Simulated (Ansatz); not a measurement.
# CH₄Al (doublet): from Hartree-Fock to the top rungs at a displaced geometry (v2), cc-pVDZ

One table from this session's results is given with a row withheld; the runs are named, their logs left out.

Computed with Ansatz 0.2.0, Gaussian basis. Level: cc-pVDZ, core rule «outside noble gas», up to 6 orbitals frozen.

The runs, in order: UHF; CCSD(T) on ROHF; CCSD(T) on UHF; BCCD(T) on ROHF; CISD; CCSDT(Q) on ROHF; CCSDT(Q) on UHF; CASSCF and MRCISD+Q, 9 electrons in 9 orbitals; CASSCF and NEVPT2, 9 electrons in 9 orbitals.

20 further runs of the same task are left out: 1 for a mislabelled method, 8 that didn't finish, 11 set aside as unsound or not needed.

### The system

The geometry is a PBE0/def2-TZVP stationary point (not a proven minimum) with its atoms shifted at random (size 0.100 Å).

6 atoms, charge 0, spin multiplicity 2.

Atoms are counted from 1 here; the program's logs count them from 0.

Bond lengths: Al1–C2 1.962 Å, Al1–H3 1.594 Å, C2–H4 1.174 Å, C2–H5 1.122 Å, C2–H6 0.929 Å. Angles: C2–Al1–H3 117.4°, Al1–C2–H4 110.5°, Al1–C2–H5 109.1°, Al1–C2–H6 121.6°, H4–C2–H5 95.2°, H4–C2–H6 112.2°, H5–C2–H6 104.7°.

Set-up of the first run:

The input, in.yaml:

```yaml
crystal:
  periodic: [false, false, false]
  atoms:
    - {symbol: Al, position_ang: [0.050156, -0.096002, 0.690078]}
    - {symbol: C, position_ang: [-0.114718, 0.095185, -1.255168]}
    - {symbol: H, position_ang: [-0.038097, 1.230971, 1.567929]}
    - {symbol: H, position_ang: [0.045011, -0.940316, -1.785053]}
    - {symbol: H, position_ang: [0.822665, 0.562368, -1.658921]}
    - {symbol: H, position_ang: [-0.805229, 0.582631, -1.639955]}
basis:
  gaussian: {orbitals: cc-pVDZ}
magnetization: {spin_polarized: true, initial_magnetization: 1}
hamiltonian: {xc: hf}
output: {orbitals: {seedname: orbitals}}
```

Command:

```bash
> ansatz run in.yaml --threads 1 --pin off --events-out ev --progress --plain --max-ram 2393MiB
```

Steps of the session up to this table: UHF; CCSD(T) on ROHF; CCSD(T) on UHF; BCCD(T) on ROHF; CISD; CCSDT(Q) on ROHF; CCSDT(Q) on UHF; CASSCF and MRCISD+Q, 9 electrons in 9 orbitals; CASSCF and NEVPT2, 9 electrons in 9 orbitals.

One table of the session follows, with a row left open; its other results are not shown here.

```
           method  from UCCSDT(Q) (kJ/mol)
             ROHF                   +624.9
              UHF                   +622.7
             RMP2                    +99.9
             UMP2                    +99.4
             CISD                    +60.8
            RCCSD                        ?
            UCCSD                    +17.9
         RCCSD(T)                     +2.8
         UCCSD(T)                     +2.8
          BCCD(T)                     +2.8
           RCCSDT                     +0.8
           UCCSDT                     +0.8
        RCCSDT(Q)                      0.0
        UCCSDT(Q)                        0
  CASSCF frontier                   +409.1
  MRCISD frontier                    +28.1
MRCISD+Q frontier                     +1.4
```

Q: Estimate the row for RCCSD from the others.

**Answer.** from UCCSDT(Q) (kJ/mol): +18.0. In the column «from UCCSDT(Q) (kJ/mol)» it lies between UCCSD (+17.9) and MRCISD frontier (+28.1).

Not comparable, so not listed: CASSCF and NEVPT2, 9 electrons in 9 orbitals (they don't share determinant, frozen orbitals or solution with the rows shown, or repeat one).

Limits of these values: Restricted and unrestricted rows rest on different reference determinants; where their highest levels disagree by more than a few hundredths of an eV, they describe different states and don't form one ladder. Warnings in the runs' records: passed over end.
